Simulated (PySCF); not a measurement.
A PySCF script (with the pyscf-properties extension) for the NMR shieldings of `B=O`, BHO, on a PBE0-D3(BJ)/def2-SVP geometry:

```python
import basis_set_exchange as bse
import numpy as np
from pyscf import gto, dft
from pyscf.prop import nmr

atoms = """
B     0.002739   -0.001782   -0.008317
O     1.201959    0.005513   -0.021747
H    -1.181738   -0.008800    0.004953
"""
names = dict.fromkeys(["B", "O", "H"], "pcSseg-1")
basis = {el: gto.basis.parse(bse.get_basis(n, elements=[el], fmt="nwchem")) for el, n in names.items()}
mol = gto.M(atom=atoms, basis=basis, charge=0, verbose=0)
mf = dft.RKS(mol, xc="PBE0")
mf.grids.level = 2
mf.grids.alignment = dft.numint.BLKSIZE   # the property module wants whole blocks of grid points
mf.conv_tol = 1e-9
mf.kernel()

calc = nmr.RKS(mf)   # GIAO
C = mf.mo_coeff
Co = C[:, mf.mo_occ > 0]
resp = mf.gen_response(singlet=True, hermi=2)
def vind(x):   # induced exchange potential for any number of trial vectors
    d = np.einsum("pi,xij,qj->xpq", C, 2 * x.reshape(-1, C.shape[1], Co.shape[1]), Co, optimize=True)
    return np.einsum("xpq,pi,qj->xij", resp(d - d.transpose(0, 2, 1)), C, Co, optimize=True).ravel()
mo1, _ = nmr.rhf.solve_mo1(calc, with_cphf=vind)
sigma = calc.kernel(mo1)
for i, s in enumerate(sigma):   # ppm
    print("%2d %-2s %9.2f" % (i, mol.atom_pure_symbol(i), np.trace(s) / 3))
```

Problem. What are the results?

Solution. 
```
 0 B      86.92
 1 O      31.88
 2 H      28.92
```

These numbers come from an equivalent density-fitted implementation of the same equations, which agrees with the script to about 0.01 ppm for H and up to a few tenths of a ppm for heavy atoms, so last digits may differ.

Problem. Turn these shieldings into chemical shifts. References, each an isolated molecule treated in the same way: ¹¹B (σ = 100.73 ppm) against BF3·OEt2; ¹⁷O (σ = 334.56 ppm) against H2O; ¹H (σ = 31.27 ppm) vs TMS.

Solution. Averaging equivalent atoms: B 0: 13.8; O 1: 302.7; H 2: 2.35 ppm. Unscaled 17O shifts of doubly bonded oxygen tend to come out too high, by tens of ppm or more. Experimental scales use liquid or dissolved standards, which lie at an offset from isolated H2O (liquid H2O: subtract about 36 ppm).

Size and cost of the density-fitted run: 39 basis functions, 0.95 s wall time on 1 thread of an Arm Neoverse V2, shared host; peak memory 0.25 GiB.
